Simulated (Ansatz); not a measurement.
Consider the substitution at a C–C bond: `NC(S)CC=O` + H₂S → `NC(S)CS` + `C=O`.

Gas-phase electronic energies from Ansatz, PBE0-D4/def2-TZVP geometries. CCSD(T)/CBS adds triple-zeta CCSD(T) − MP2 to the extrapolated MP2 energy (def2 sets, frozen cores). This one scheme is used for every species. DFT in def2-TZVPP. Each species was taken in one conformer, which may not be the lowest.

`NC(S)CC=O`:

Cartesian coordinates in Å:
```
N -0.883 -1.125 1.217
C 0.106 -0.370 0.495
S 1.185 -1.503 -0.435
C -0.446 0.661 -0.507
C 0.659 1.493 -1.099
O 1.037 2.523 -0.609
H -1.467 -0.515 1.778
H -1.475 -1.648 0.583
H 0.721 0.167 1.221
H 1.542 -2.240 0.629
H -1.124 1.326 0.034
H -0.998 0.140 -1.295
H 1.143 1.090 -2.012
```

H₂S:

Cartesian coordinates in Å:
```
S 0.405 0.456 -0.108
H -0.337 0.103 0.953
H -0.069 -0.559 -0.845
```

`NC(S)CS`:

Z-matrix (Å, degrees):
```
C
S 1 1.823
C 1 1.526 2 112.9
N 1 1.444 2 105.4 3 -123.9
H 1 1.093 2 107.7 3 120.8
H 2 1.343 1 95.9 3 -53.4
S 3 1.810 1 116.4 2 65.5
H 3 1.095 1 108.0 2 -177.0
H 3 1.092 1 110.1 2 -59.7
H 4 1.013 1 111.1 2 71.4
H 4 1.012 1 111.0 2 -167.8
H 7 1.342 3 97.0 1 -84.9
```

`C=O`:

Z-matrix (Å, degrees):
```
C
O 1 1.195
H 1 1.109 2 122.0
H 1 1.109 2 122.0 3 -180.0
```

```json
{"species": "`NC(S)CC=O`", "PBE energy (Eh)": "-646.32189"}
{"species": "H₂S", "PBE energy (Eh)": "-399.22783"}
{"species": "`NC(S)CS`", "PBE energy (Eh)": "-931.11297"}
{"species": "`C=O`", "PBE energy (Eh)": "-114.41974"}
```

Work out ΔE.

ΔE = (-931.11297) + (-114.41974) − (-646.32189) − (-399.22783) = 0.01701 Eh = +44.7 kJ/mol. CCSD(T)/CBS gives +41.2 kJ/mol.

Largest T1 diagnostic among the species: 0.015.

In def2-TZVPP, CCSD(T) changes the Hartree–Fock value by −4.0 kJ/mol (the triples alone add −1.2 kJ/mol) and MP2 by −6.1 kJ/mol.
